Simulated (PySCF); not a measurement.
Compound: C₂H₆Si.
SMILES: `C1C[SiH2]1`

Computed with PySCF 2.14.0, PBE0-D3(BJ)/def2-SVP geometry optimisation, gas phase.

Take the most abundant isotopes and a rigid rotor. 

Question: What are A, B and C (GHz)?

Answer: Ia = 27.09, Ib = 55.15, Ic = 69.22 u·Å²; 505379 MHz·u·Å²/I gives 18654, 9164 and 7301 MHz, that is A = 18.654, B = 9.1642, C = 7.3008 GHz.

Question: Classify the top.

Answer: An asymmetric top; Ray's κ = -0.672.

Question: What does the inertial defect say?

Answer: Not planar: Δ = Ic − Ia − Ib = -13.02 u·Å². For a rigid frame Δ = −2 Σ m c², so Σ m c² = 6.51 u·Å² lies off the ab plane, practically all of it from hydrogen. The atom farthest from that plane is 1.25 Å away.

Question: Give the other two planar moments, Paa and Pbb, and the rms extents of the mass along the axes.

Answer: Paa = Σ m a² = (Ib + Ic − Ia)/2 = 48.64 and Pbb = Σ m b² = (Ia + Ic − Ib)/2 = 20.58 u·Å². With the mass M = 58.02 u, the rms extents √(P/M) along a, b and c are 0.92, 0.60, 0.33 Å.

Question: Where do the levels up to J = 4 lie, in cm⁻¹?

Answer: Above 0(0,0):
J = 1: 1(0,1) 0.5492, 1(1,1) 0.8658, 1(1,0) 0.9279
J = 2: 2(0,2) 1.6394, 2(1,2) 1.9020, 2(1,1) 2.0885, 2(2,1) 3.0382, 2(2,0) 3.0465
J = 3: 3(0,3) 3.2548, 3(1,3) 3.4516, 3(1,2) 3.8238, 3(2,2) 4.6858, 3(2,1) 4.7263, 3(3,1) 6.4288, 3(3,0) 6.4295
J = 4: 4(0,4) 5.3763, 4(1,4) 5.5094, 4(1,3) 6.1261, 4(2,3) 6.8762, 4(2,2) 6.9919, 4(3,2) 8.6404, 4(3,1) 8.6452, 4(4,1) 11.0607, 4(4,0) 11.0608

The dipole components are |μa| = 0.07 D, |μb| = 0.00 D, |μc| = 0.00 D.

No frequency check. Constants of a rigid frame at the computed geometry: no zero-point averaging, no centrifugal distortion.

The run took 14 s of wall time on one thread, Arm Neoverse N1 (aarch64), shared host with 64 logical CPUs at a one-minute load of 61, and the process peaked at 0.33 GiB of memory. This is the geometry optimisation.
